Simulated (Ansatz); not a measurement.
# Re (model structure, started from the beta-Sn type, I4₁/amd, No. 141, 2 atoms in the cell)

Method: r²SCAN (Ansatz, a first-principles code, plane waves, PAW).

Numerical settings: plane-wave cutoff 500 eV, 32×32×32 k mesh, Fermi–Dirac smearing 0.1 eV, no spin polarisation, scalar-relativistic PAW data made under PBE.

Cell (relaxed at this level):

```cif
data_Re2
_chemical_formula_sum 'Re2'
_space_group_name_H-M_alt 'P 1'
_space_group_IT_number 1
_cell_length_a 3.76998
_cell_length_b 3.76998
_cell_length_c 3.76998
_cell_angle_alpha 96.769
_cell_angle_beta 96.769
_cell_angle_gamma 139.841
loop_
_space_group_symop_operation_xyz
  'x, y, z'
loop_
_atom_site_label
_atom_site_type_symbol
_atom_site_fract_x
_atom_site_fract_y
_atom_site_fract_z
_atom_site_occupancy
Re1 Re 0.75000 0.25000 0.50000 1
Re2 Re 0.00000 0.00000 0.00000 1
```

- band gap = none

Note: the relaxation could raise the start's symmetry but not lower it, so the cell can be a saddle point.

Spin–orbit coupling is not included.

It cost about 12 core-minutes (a rough figure) of CPU time.

A model structure was made by putting elements into a prototype or built by hand; it is no filed structure, need not be a known phase, and can be a saddle point held by its symmetry.
